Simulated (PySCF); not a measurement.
# The first ionisation energy along group 13

All values are computed (PySCF 2.14, energy differences of UHF-based or UKS calculations, no spin-orbit coupling). Values in eV. The last column holds reference values (NIST; (s) semi-empirical, (t) theoretical, else measured). Unmarked ones compare directly (S terms, centres of terms, or small fine structure); those marked * lie between the lowest fine-structure levels and include a spin-orbit shift.

| element | configurations | UHF | LDA | r2SCAN | MP2 (valence) | CCSD(T) (valence) | CCSDT (valence) | reference |
| --- | --- | --- | --- | --- | --- | --- | --- | --- |
| B (aug-cc-pVTZ, non-relativistic) | [He] 2s2 2p1 → [He] 2s2 | 8.037 | 8.642 | 8.765 | 8.266 | 8.213 | 8.225 | 8.297 |
| Al (aug-cc-pV(T+d)Z, non-relativistic) | [Ne] 3s2 3p1 → [Ne] 3s2 | 5.599 | 6.029 | 6.164 | 5.824 | 5.948 | 5.962 | 5.977 |
| Ga (aug-cc-pVTZ-PP with ECP10MDF, ECP) | [Ar] 3d10 4s2 4p1 → [Ar] 3d10 4s2 | 5.533 | 5.995 | 6.077 | 5.746 | 5.827 | 5.836 | 5.931 |
| In (aug-cc-pVTZ-PP with ECP28MDF, ECP) | [Kr] 4d10 5s2 5p1 → [Kr] 4d10 5s2 | 5.214 | 5.710 | 5.706 | 5.401 | 5.478 | 5.486 | 5.603 |
| Tl (aug-cc-pVTZ-PP with ECP60MDF, ECP) | [Xe] 4f14 5d10 6s2 6p1 → [Xe] 4f14 5d10 6s2 | 5.007 | 5.581 | 5.499 | 5.180 | 5.240 | 5.244 | 5.464 |

Question: Which of these methods has the smallest mean absolute error against the measured values here?

Answer: CCSDT (valence), with 0.104 eV.

```json
{"method": "UHF", "elements": "5", "mean error (eV)": "-0.376", "mean absolute error (eV)": "0.376", "largest error (eV)": "-0.457"}
{"method": "LDA", "elements": "5", "mean error (eV)": "0.137", "mean absolute error (eV)": "0.137", "largest error (eV)": "0.345"}
{"method": "r2SCAN", "elements": "5", "mean error (eV)": "0.188", "mean absolute error (eV)": "0.188", "largest error (eV)": "0.468"}
{"method": "MP2 (valence)", "elements": "5", "mean error (eV)": "-0.171", "mean absolute error (eV)": "0.171", "largest error (eV)": "-0.284"}
{"method": "CCSD(T) (valence)", "elements": "5", "mean error (eV)": "-0.113", "mean absolute error (eV)": "0.113", "largest error (eV)": "-0.225"}
{"method": "CCSDT (valence)", "elements": "5", "mean error (eV)": "-0.104", "mean absolute error (eV)": "0.104", "largest error (eV)": "-0.220"}
```

Errors include the incompleteness of the basis and the frozen core.

"Valence" correlates the outer s and p shells and, in groups 3 to 12 and the f block, the outer d or f shell, open or full, or the next shell where the ion has no valence electron left; the wider scheme adds the next inner shell.
